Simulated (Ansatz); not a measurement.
A nudged elastic band was laid between two geometries of C4H8FN (14 atoms, charge 0, multiplicity 1).

All numbers below come from RKS BLYP-D4/6-31G* (Ansatz).

```yaml
movable_images: 7
climbing_image: yes
spring: 5.0 eV/Å²
optimiser: quadratic models (default)
start_path: IDPP
force_threshold: 0.05 eV/Å
iteration_limit: 60
end_points: relaxed
```

Image 0:

```xyz
14
Properties=species:S:1:pos:R:3
C -0.832 -0.764 1.396
C -0.084 -0.146 0.234
C 1.392 -0.471 0.121
C -0.699 0.690 -0.630
N -0.163 1.502 -1.642
F -2.051 0.914 -0.537
H -0.381 -0.472 2.365
H -0.792 -1.869 1.353
H -1.888 -0.461 1.410
H 1.821 -0.221 -0.865
H 1.561 -1.552 0.279
H 1.996 0.057 0.885
H 0.821 1.305 -1.833
H -0.713 1.460 -2.508
```

Image 8:

```xyz
14
Properties=species:S:1:pos:R:3
C -0.828 -0.748 1.406
C -0.090 -0.156 0.225
C 1.223 -0.808 -0.156
C -0.564 0.929 -0.425
N 0.040 1.738 -1.401
F -1.791 1.455 -0.095
H -1.757 -0.203 1.623
H -0.201 -0.732 2.319
H -1.088 -1.809 1.224
H 1.589 -0.508 -1.154
H 1.115 -1.909 -0.174
H 2.028 -0.582 0.570
H 0.911 1.345 -1.761
H -0.599 1.961 -2.172
```

Question: Which bonds break or form, and what moves?

Answer: No bond is made or broken. The dihedral H9–C1–C2–C3 goes from 179 to -60°. The two ends are copies of one structure, up to a mirror image or an exchange of like atoms.

Question: Give the energies along the band, and the barrier.

Answer: It converged. The highest image is number 4 of 0 to 8, 0.063 eV above the ends, which have the same energy within 2 meV. A vibrational analysis at the climbing image gives one clearly imaginary mode, 153i cm⁻¹: a first-order saddle point.

| image | path coordinate (Å) | energy (eV) | dihedral H9–C1–C2–C3 (°) |
| --- | --- | --- | --- |
| 0 | 0.00 | 0.000 | 179 |
| 1 | 0.44 | 0.010 | -167 |
| 2 | 0.88 | 0.032 | -152 |
| 3 | 1.31 | 0.054 | -137 |
| 4 | 1.75 | 0.063 | -121 |
| 5 | 2.19 | 0.054 | -105 |
| 6 | 2.63 | 0.032 | -90 |
| 7 | 3.07 | 0.009 | -75 |
| 8 | 3.51 | 0.000 | -60 |

Question: What is the geometry of the highest image?

Answer: 
```xyz
14
Properties=species:S:1:pos:R:3:forces:R:3
C -0.850 -0.764 1.386 -0.01 0.01 0.00
C -0.069 -0.168 0.222 0.01 0.00 0.00
C 1.283 -0.762 -0.118 -0.02 0.00 0.00
C -0.576 0.888 -0.447 0.01 0.01 0.01
N -0.001 1.727 -1.415 -0.01 0.01 0.00
F -1.832 1.344 -0.122 -0.01 0.00 -0.01
H -1.032 -0.028 2.190 0.01 0.00 0.00
H -0.296 -1.607 1.830 0.00 -0.01 0.00
H -1.839 -1.144 1.075 0.01 0.00 0.00
H 1.661 -0.441 -1.104 0.00 0.00 0.00
H 1.227 -1.866 -0.140 0.01 0.00 0.00
H 2.057 -0.499 0.629 0.00 0.00 0.00
H 0.894 1.376 -1.762 0.00 -0.01 0.00
H -0.639 1.914 -2.196 0.00 0.00 0.00
```

Question: What are the harmonic wavenumbers there?

Answer: 153i, 134, 146, 248, 271, 297, 358, 472, 524, 572, 703, 752, 925, 980, 993, 1062, 1072, 1194, 1223, 1303, 1403, 1416, 1473, 1482, 1490, 1494, 1619, 1731, 2934, 2958, 2976, 2997, 3007, 3037, 3383, 3508 cm⁻¹.

Time of the run: 93 s on 2 threads of Intel(R) Xeon(R) Platinum 8375C CPU @ 2.90GHz (Ice Lake), on a shared host, peak memory 0.17 GiB.
